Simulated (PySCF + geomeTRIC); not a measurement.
A geometry relaxed with TPSS-D3(BJ)/def2-SVP (PySCF + geomeTRIC), charge 0, multiplicity 2:

```xyz
2

S      0.6803     0.0000     0.0000
H     -0.6804     0.0000     0.0000
```

Problem. Write the SMILES of this molecule.

Solution. `[SH]`
